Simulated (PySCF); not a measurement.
From results back to the method.

Compound: C4H6N2.
Numbering: `[CH3:1][n:2]1[cH:3][cH:4][cH:5][n:6]1` (hydrogens: H7, H8, H9 on C1; H10 on C3; H11 on C4; H12 on C5)

Cartesian coordinates in Å at the PBE0-D3(BJ)/def2-SVP level; atoms count from 1:
```
atom  x, y, z in Å
C1    -1.8689    0.0060    0.0085
N2    -0.4312   -0.0689   -0.0165
C3     0.4461    0.9618   -0.0766
C4     1.7104    0.4047   -0.1039
C5     1.4722   -0.9854   -0.0563
N6     0.1748   -1.2544   -0.0045
H7    -2.2127    0.6508    0.8306
H8    -2.2651    0.3931   -0.9429
H9    -2.2441   -1.0113    0.1659
H10    0.1103    1.9968   -0.0940
H11    2.6628    0.9272   -0.1481
H12    2.1957   -1.8001   -0.0551
```

The closed-shell ground state was solved 5 times with PySCF (density fitting, gas phase), always in the pcSseg-2 basis (300 functions), with these functionals: B97-2, BHandHLYP, CAM-B3LYP, LC-wPBE and wB97X-D.

| row | total energy (Eh) | HOMO (eV) | LUMO (eV) | dipole (D) |
| --- | --- | --- | --- | --- |
| P | -265.4797 | -8.41 | 1.24 | 2.38 |
| Q | -265.4424 | -8.03 | 1.07 | 2.38 |
| R | -265.5153 | -6.86 | 0.27 | 2.32 |
| S | -265.5193 | -8.93 | 2.09 | 2.38 |
| T | -265.4377 | -9.75 | 2.31 | 2.42 |

Task: Which functional belongs to which row?

Result: P = CAM-B3LYP, Q = BHandHLYP, R = B97-2, S = wB97X-D, T = LC-wPBE. By rising HOMO–LUMO gap: B97-2 (global hybrid, 21 % exact exchange) 7.13 eV; BHandHLYP (global hybrid, 50 % exact exchange) 9.10 eV; CAM-B3LYP (range-separated hybrid) 9.65 eV; wB97X-D (range-separated hybrid) 11.02 eV; LC-wPBE (range-separated hybrid) 12.06 eV. Total energies of different functionals aren't bounds to one another; each is stationary for its own functional.

The pairwise dispersion term of wB97X-D wasn't added to the energies; at a given geometry it leaves orbitals and properties as they are.
